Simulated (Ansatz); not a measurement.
## CaGa3O4: from a trial structure to a relaxed crystal

The calculation used Ansatz, DFT PBE, scalar-relativistic, plane waves, PAW. Cutoff 420 eV, Γ-centred k mesh, Gaussian smearing, no spin polarisation in the final step.

CaGa3O4 was placed on the sites of a reported VCu3S4 cell (P-43m, No. 215), with Ca in place of V, Ga in place of Cu, O in place of S, at a guessed volume.

```
Ca Ga O
1.0
     5.03598    0.00000    0.00000
     0.00000    5.03598    0.00000
     0.00000    0.00000    5.03598
Ca Ga O
1 3 4
Direct
  0.00000 0.00000 0.00000
  0.50000 0.00000 0.00000
  0.00000 0.50000 0.00000
  0.00000 0.00000 0.50000
  0.23500 0.23500 0.23500
  0.23500 0.76500 0.76500
  0.76500 0.76500 0.23500
  0.76500 0.23500 0.76500
```

Cell and atoms relax at zero pressure; the relaxation can't lower the symmetry of the start. After a coarse first stage the cell is made exact in the group found at 0.06 Å.

The zero of energy is the elements' standard structures at the same level (O₂ as a molecule); no fitted shifts are applied.

**Question.** What does it relax into?

**Answer.** It keeps P-43m (No. 215). Conventional cell: a = 5.501 Å. Ca has 4 O at 2.10 Å and 6 Ga at 2.75 Å; around Ga lie 4 O at 2.30 Å and 2 Ca at 2.75 Å; O is coordinated by 1 Ca at 2.10 Å and 3 Ga at 2.30 Å.

Space group P-43m (No. 215). a = 5.501 Å, b = 5.501 Å, c = 5.501 Å, α = 90.00°, β = 90.00°, γ = 90.00°
| atom | site | symmetry | x | y | z |
| --- | --- | --- | --- | --- | --- |
| Ca | 1a | -43m | 0.0000 | 0.0000 | 0.0000 |
| Ga | 3d | -42.m | 0.5000 | 0.0000 | 0.0000 |
| O | 4e | .3m | 0.2206 | 0.2206 | 0.2206 |

**Question.** What are its volume, energy, density and gap?

**Answer.** The volume per atom is 20.81 Å³, the density is 3.12 g/cm³ and the energy over the elements is -0.80 eV/atom. The gap on the 8×8×8 mesh is 0 eV (a metal).

The final run used a 8×8×8 mesh on its 8-atom cell and 0.10 eV smearing. The k mesh leaves about 4 meV/atom of noise in metals. Symmetry constrained the relaxation, so the result can be a saddle point. The steps took roughly 2.3 core-minutes in all.